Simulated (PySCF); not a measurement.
Some computed properties have been withheld. Give your best values.

Compound: H₂O₂P (charge -1).
Bonds: O1–P2 (double), P2–O3. Hydrogens: H4, H5 on P2.

| property | level | value |
| --- | --- | --- |
| point group | PBE0-D3(BJ)/def2-SVP | C2v |
| rotational constants A, B, C | PBE0-D3(BJ)/def2-SVP | ? |
| HOMO energy | PBE0/pcSseg-1 | ? |
| LUMO energy | PBE0/pcSseg-1 | ? |
| 1H chemical shifts (computed TMS as zero) by class | GIAO PBE0/pcSseg-1 | ? |
| isotropic shieldings of nuclei other than C and H, by class | GIAO PBE0/pcSseg-1 | ? |
| core binding energies | ΔSCF SCAN, pcX-2 on the ionised atom, pcseg-1 elsewhere, spin-free X2C, 2p3/2 from a spin–orbit splitting computed afterwards within the 2p shell | P2p3/2 132.5 (P2), O1s 530.6 (O1/O3), P1s 2146.6 (P2) eV |

Gas-phase values; electronic properties from PySCF, density fitting. Geometry: PBE0-D3(BJ)/def2-SVP; no solvent, vibrations or thermal averaging. No diffuse functions stand in pcSseg-1, which bears on an anion's orbital energies.

**Question.** What are the 1H chemical shifts (computed TMS as zero) by class?

**Answer.** 7.69 (H4/H5) ppm.

**Question.** The LUMO energy?

**Answer.** 6.53 eV.

**Question.** What are the rotational constants A, B, C?

**Answer.** 36.663, 8.524, 7.408 GHz.

**Question.** The HOMO energy?

**Answer.** -1.54 eV.

**Question.** Give the isotropic shieldings of nuclei other than C and H, by class.

**Answer.** 133 (O1/O3), 338 (P2) ppm.

The rotational constants make it an asymmetric top with κ = (2B − A − C)/(A − C) = -0.92, nearer the prolate limit (−1). With B = h/(8π²I), that is 505.379 GHz u Å² over I, the principal moments of inertia are 13.8, 59.3 and 68.2 u Å² (most abundant isotopes); the inertial defect Ic − Ia − Ib is -4.9 u Å² (zero for a rigid planar frame, negative otherwise).

For the geometry optimisation (PBE0-D3(BJ)/def2-SVP), on one thread of an Intel Xeon Platinum 8175M at 2.50 GHz, no GPU, shared host with 32 logical CPUs at a one-minute load of 29, this took 8.9 s of wall time and 0.28 GiB of memory at its peak.
